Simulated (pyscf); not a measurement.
HO–B(F)–F + SiH₄ → HO–SiH₃ + F–BH–F, a four-centre exchange (singlet surface; B–O, H–Si broken, O–Si, B–H formed). PySCF, gas phase, ωB97X-D3(BJ)/def2-SVP geometries. Energies in kJ/mol from the separated reactants.

Small-basis levels: PySCF, no dispersion term, spherical d functions. AM1 to PM7: differences of heats of formation from MOPAC, which are fitted to 298 K values and so differ in kind from electronic energies by zero-point and thermal terms. Cost: rough CPU time at the saddle relative to B3LYP/6-31G*, from one job on a shared machine.

| level | barrier | reaction energy | cost |
|---|---|---|---|
| HF/STO-3G | 216.8 | +126.9 | 0.04 |
| HF/6-31G* | 173.8 | +65.8 | 0.08 |
| MP2/6-31G* | 120.6 | +56.2 | 0.1 |
| SVWN5/6-31G* | 49.4 | +78.9 | 0.8 |
| BP86/6-31G* | 103.0 | +65.8 | 1 |
| B3LYP/STO-3G | 162.6 | +128.1 | 0.5 |
| B3LYP/LANL2DZ | 139.9 | +96.6 | 0.7 |
| B3LYP/6-311+G** | 127.2 | +61.9 | 2 |
| B3LYP/def2-SVP | 116.2 | +75.4 | 1 |
| AM1 | 146.4 | +73.2 | under 0.02 |
| PM3 | 97.3 | +59.8 | under 0.02 |
| PM7 | 74.9 | +15.2 | under 0.02 |
| ωB97M-D3(BJ)/def2-TZVP | 101.6 | +47.1 | – |

Against the last row the barrier runs from -52.2 (SVWN5/6-31G*) to +115.2 kJ/mol (HF/STO-3G). At SVWN5/6-31G* this geometry lies under one side, so the entry may be no barrier of that level: it is a single point on another level's saddle. ωB97M-D3(BJ)/def2-TZVP has limits of its own. On the product side the descent ends in an adduct with a B–O contact, 25.2 kJ/mol under the separated species and 76.8 kJ/mol under the saddle at ωB97X-D3(BJ)/def2-TZVP. What is counted as broken (B–O) persists as a longer contact in the product adduct; parting that adduct is a step of its own. This is the saddle that the search found; another between the same sides may lie lower.
